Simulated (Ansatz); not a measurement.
# Structure relaxation of BeBi

The calculation used Ansatz 0.2.0, DFT PBE, scalar-relativistic, plane waves, PAW. Cutoff 420 eV, Γ-centred k mesh, Gaussian smearing, no spin polarisation in the final step.

The start puts BeBi on the NaTl (B32) structure type (Fd-3m, No. 227), with Be in place of Na, Bi in place of Tl, at a guessed volume.

```xyz
4
Lattice="0.0000 3.4544 3.4544 3.4544 0.0000 3.4544 3.4544 3.4544 0.0000" Properties=species:S:1:pos:R:3 pbc="T T T"
Be    3.4544    3.4544    3.4544
Be    5.1815    5.1815    5.1815
Bi    0.0000    0.0000    0.0000
Bi    1.7272    1.7272    1.7272
```

Cell and atoms relax at zero pressure; the relaxation can't lower the symmetry of the start. After a coarse first stage the cell is made exact in the group found at 0.06 Å.

Energies over the elements count from the elements' standard structures at the same level, with no empirical corrections.

Question: What does it relax into?

Answer: It keeps Fd-3m (No. 227). The result has the NaTl (B32) structure. Conventional cell: a = 7.142 Å. Be is coordinated by 4 Be at 3.09 Å, 4 Bi at 3.09 Å and 6 Bi at 3.57 Å; around Bi lie 4 Be at 3.09 Å, 4 Bi at 3.09 Å and 6 Be at 3.57 Å.

Space group Fd-3m:1 (No. 227). a = 7.142 Å, b = 7.142 Å, c = 7.142 Å, α = 90.00°, β = 90.00°, γ = 90.00°
```
atom site symmetry x y z
  Be    8a      -43m  0.5000  0.0000  0.5000
  Bi    8b      -43m  0.0000  0.0000  0.5000
```

Question: What are its volume, energy, density and gap?

Answer: The volume per atom is 22.77 Å³ and the density is 7.95 g/cm³. The energy over the elements is 1.03 eV/atom. The gap on the 12×12×12 mesh is 0 eV (a metal).

The final run used a 12×12×12 mesh on its 4-atom cell and 0.10 eV smearing. The k mesh leaves about 4 meV/atom of noise in metals. Spin–orbit coupling is left out. Symmetry constrained the relaxation, so the result can be a saddle point. The steps took roughly 50 core-seconds in all.

Cost: 3 runs of about 0.76 core-minutes in all, on Intel Xeon Platinum 8488C (Sapphire Rapids) (shared hosts).